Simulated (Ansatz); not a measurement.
Zinc-blende HgSe: PBE at its full settings (plane-wave cutoff 520 eV, 10×10×10 k mesh, Fermi–Dirac smearing 0.01 eV, scalar-relativistic PAW data made under PBE) and at cheaper ones, in a cell of 2 atoms with Γ-centred meshes.

| level and setting | equilibrium lattice constant a (Å) | bulk modulus B0 (GPa) |
|---|---|---|
| PBE (Ansatz) | 6.260 | 42.6 |
| PBE (2×2×2 k mesh) (Ansatz) | 6.474 | 30.3 |
| PBE (4×4×4 k mesh) (Ansatz) | 6.275 | 41.7 |
| PBE (6×6×6 k mesh) (Ansatz) | 6.262 | 42.5 |
| PBE (Fermi-Dirac smearing of 0.3 eV) (Ansatz) | 6.271 | 40.8 |

Largest shifts from the full settings: lattice constant a +3.42 % (PBE (2×2×2 k mesh)), against a difference of +2.88 % of the full result from the reference 6.085 Å (measured, 293 K, no zero-point or thermal correction; as tabulated in Cardona et al. (2009), arXiv:0908.2634); bulk modulus -29 % (PBE (2×2×2 k mesh)), against a difference of -14.8 % of the full result from the reference 50 GPa (measured, temperature not stated, no zero-point or thermal correction, our sources range from 48.5 to 51.6; as tabulated in Toher et al. (2017), arXiv:1611.05714).

The full settings aren't shown to be converged themselves.

Ansatz's density-functional and Hartree–Fock values are scalar-relativistic unless marked +SOC, with PAW data made under PBE.

Run with cheap settings on purpose, which may leave them unconverged: PBE (2×2×2 k mesh), PBE (4×4×4 k mesh), PBE (6×6×6 k mesh), PBE (Fermi-Dirac smearing of 0.3 eV).

Ansatz is a first-principles code.
